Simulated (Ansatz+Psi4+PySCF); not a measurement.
**doublet SiH4(+): levels of theory in one basis**

```xyz
5

Si    0.3000    0.3000    0.3000
H    -0.9312   -0.3432    0.8108
H    -0.0505    1.5688   -0.3765
H     1.2155    0.5794    1.4288
H     0.9662   -0.6049   -0.6631
```

Basis set: cc-pVTZ on H; cc-pV(T+d)Z on Si (spherical functions). Correlated methods keep 5 orbitals frozen. Correlation on ROHF uses semicanonical orbitals with singles. Charge 1, multiplicity 2.

Computed with Ansatz (development build ahead of 0.2.0) and PySCF 2.14.0; each method stands on the lowest determinant of its kind that the runs found.

| method | E − E(ROHF) (eV) | <S²> of the determinant |
| --- | --- | --- |
| ROHF | 0.00 | 0.75 |
| UHF | -0.07 | 0.76 |
| ROHF-MP2 | -3.15 | – |
| UHF-MP2 | -3.17 | 0.76 |

Caution: the determinant may break the point group. Caution for ROHF-MP2, UHF-MP2: MP2 on this radical cation hangs on the determinant chosen.
